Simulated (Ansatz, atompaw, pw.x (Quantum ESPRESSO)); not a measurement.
# pw.x on bcc Li: one setting changed

Potential: PAW, atompaw 4.2.0.5, PBE; core none, reference 1s2 2s1 2p0; waves: 1s (bound); 2s (bound); 2p (bound, empty); 2p channel at 4.95 Ry; 3d channel at 0.2 Ry; 3d channel at 1.5 Ry; local part: bessel scheme, radius 2.60 bohr; core correction: none; augmentation: besselshape compensation charge, radius 2.50 bohr; PAW radius 3.00 bohr; waves and projectors: bloechl.

The reference run (k-mesh 13³, cutoffs 40/400 Ry, Fermi–Dirac 0.01 Ry, mixing_beta 0.4, conv_thr 1e-9, no spin) gives -0.17 GPa at 20.371 Å³/atom, where all-electron LAPW gives -0.05 GPa. This run, with its own iteration cap, changes k-mesh points per axis to 20.

```
&control
  calculation='scf', prefix='x', pseudo_dir='./', outdir='./tmp', tstress=.true., disk_io='none'
/
&system
  ibrav=0, nat=1, ntyp=1, ecutwfc=40, ecutrho=400, nbnd=8,
  occupations='smearing', smearing='fd', degauss=0.01
/
&electrons
  conv_thr=1e-09, mixing_beta=0.4, electron_maxstep=50
/
ATOMIC_SPECIES
Li 1.0 Li.UPF
CELL_PARAMETERS angstrom
  -1.72048458 1.72048458 1.72048458
  1.72048458 -1.72048458 1.72048458
  1.72048458 1.72048458 -1.72048458
ATOMIC_POSITIONS crystal
Li 0.0000 0.0000 0.0000
K_POINTS automatic
20 20 20 0 0 0
```

```bash
pw.x < Li.scf.in > Li.scf.out
```

Task: How does the run end?

Result: It converges in 7 iterations; the free energy moves by +0.3 meV/atom and the pressure by +0.06 GPa.

```
Message from routine setup:
     using ibrav=0 with symmetry is DISCOURAGED, use correct ibrav instead
     lattice parameter (alat)  =       5.6313  a.u.
     unit-cell volume          =     137.4703 (a.u.)^3
     number of electrons       =         3.00
     number of Kohn-Sham states=            8
     kinetic-energy cutoff     =      40.0000  Ry
     charge density cutoff     =     400.0000  Ry
     scf convergence threshold =      1.0E-09
     Exchange-correlation= SLA PW PBX PBC
     number of k points=   256  Fermi-Dirac smearing, width (Ry)=  0.0100
     iteration #  1     ecut=    40.00 Ry     beta= 0.40
     c_bands:  3 eigenvalues not converged
     c_bands:  1 eigenvalues not converged
     c_bands:  1 eigenvalues not converged
     [... 23 repeated lines left out ...]
     total energy              =     -15.05751937 Ry
     estimated scf accuracy    <       0.00050776 Ry
     iteration #  2     ecut=    40.00 Ry     beta= 0.40
     [... 1 repeated lines left out ...]
     total energy              =     -15.04599052 Ry
     estimated scf accuracy    <       0.00006075 Ry
     iteration #  3     ecut=    40.00 Ry     beta= 0.40
     [... 105 repeated lines left out ...]
     total energy              =     -15.04462863 Ry
     estimated scf accuracy    <       0.00001375 Ry
     iteration #  4     ecut=    40.00 Ry     beta= 0.40
     [... 11 repeated lines left out ...]
     total energy              =     -15.04480119 Ry
     estimated scf accuracy    <       0.00000025 Ry
     iteration #  5     ecut=    40.00 Ry     beta= 0.40
     [... 14 repeated lines left out ...]
     total energy              =     -15.04480329 Ry
     estimated scf accuracy    <          8.3E-09 Ry
     iteration #  6     ecut=    40.00 Ry     beta= 0.40
     [... 16 repeated lines left out ...]
     total energy              =     -15.04480365 Ry
     estimated scf accuracy    <          1.4E-09 Ry
     iteration #  7     ecut=    40.00 Ry     beta= 0.40
     the Fermi energy is     1.6639 ev
!    total energy              =     -15.04480370 Ry
     estimated scf accuracy    <          1.5E-12 Ry
     smearing contrib. (-TS)   =      -0.00213945 Ry
     The total energy is F=E-TS. E is the sum of the following terms:
     one-electron contribution =     -10.76623318 Ry
     hartree contribution      =       1.10708765 Ry
     xc contribution           =      -2.10565992 Ry
     ewald contribution        =      -5.03700959 Ry
     one-center paw contrib.   =       1.75915078 Ry
     convergence has been achieved in   7 iterations
          total   stress  (Ry/bohr**3)                   (kbar)     P=       -1.07
     Message from routine punch:
     Nothing written, as per user request (disk_io='none')
```

The run took about 29 s on one core of a shared host (AMD EPYC 7R43 64-Core Processor, 256 threads, 1004 GiB, load 49).
